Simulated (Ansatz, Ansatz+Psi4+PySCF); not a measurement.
```xyz
2

B     0.0000    0.0000   -0.2254
H     0.0000    0.0000    1.1271
```

Basis set: cc-pVTZ (spherical functions). Frozen core: 1 orbital. Charge 0, multiplicity 1.

Computed with Ansatz (development build ahead of 0.2.0); each method stands on the lowest determinant of its kind that the runs found. Restricted open shells among the atoms or ions are ROHF, correlated in semicanonical orbitals with singles.

The atomization energy at this shape (free ground-state atoms in the same class of orbitals less the molecule, no zero-point energy) of singlet BH:

```json
{"method": "RHF-MP2", "atomization energy": "3.34 eV"}
```

Q: What does RHF give?

A: 2.63 eV.
